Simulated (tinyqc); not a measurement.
Ways to converge the cycle: SCF convergence aids in the sto-3g basis, for NH3, spin multiplicity 1. Computed by the program tinyqc with PySCF. RHF with one setting changed at a time; a run stops when the energy changes by less than 1e-09 hartree and the error matrix is below 1e-5. The start is the core Hamiltonian. Damping d keeps d of the old density; a shift (hartree) raises the virtual levels; DIIS n extrapolates F over n matrices.

Geometry (angstrom):
```
atom        x        y       z
N      0.0000   0.0000  0.2770
H      1.1900   0.0000  0.0000
H     -0.5950   1.0310  0.0000
H     -0.5950  -1.0310  0.0000
```

lowest restricted solution found by these runs and by PySCF = -55.352751 hartree

Largest element of the error matrix X^T (FDS - SDF) X:
```
iteration    plain  damping 0.3  damping 0.6  shift 0.4   DIIS 3   DIIS 8
1          6.3e-01      6.3e-01      6.3e-01    6.3e-01  6.3e-01  6.3e-01
2          4.7e-01      8.5e-02      3.4e-01    1.3e-01  4.7e-01  4.7e-01
3          2.2e-01      6.8e-02      1.8e-01    1.1e-02  8.4e-02  8.4e-02
4          5.4e-02      5.9e-02      1.0e-01    1.9e-03  3.2e-02  3.2e-02
5          2.4e-02      4.3e-02      6.2e-02    1.4e-03  2.6e-03  5.0e-03
6          1.3e-02      3.0e-02      4.3e-02    9.9e-04  6.0e-04  6.1e-04
8          3.6e-03      1.4e-02      3.3e-02    5.0e-04  7.7e-06  1.2e-05
10         1.0e-03      6.1e-03      2.3e-02    2.5e-04        -        -
14         7.7e-05      1.2e-03      1.1e-02    6.0e-05        -        -
20               -      1.1e-04      3.1e-03    6.8e-06        -        -
30               -            -      3.7e-04          -        -        -
45               -            -      1.6e-05          -        -        -
```

How each run ends:
```
run          iterations  E (hartree)         state
plain                18   -55.352751  lowest found
damping 0.3          27   -55.352751  lowest found
damping 0.6          48   -55.352751  lowest found
shift 0.4            20   -55.352751  lowest found
DIIS 3                9   -55.352751  lowest found
DIIS 8                9   -55.352751  lowest found
```

What does the comparison show, and why?

6 of 6 runs reach the lowest restricted solution found, in 9 to 48 iterations (fastest: DIIS 3, DIIS 8). Plain steps already contract here, so damping only slows them. DIIS 3 and DIIS 8 gain by cancelling the error over several earlier matrices, much as a quasi-Newton step does.
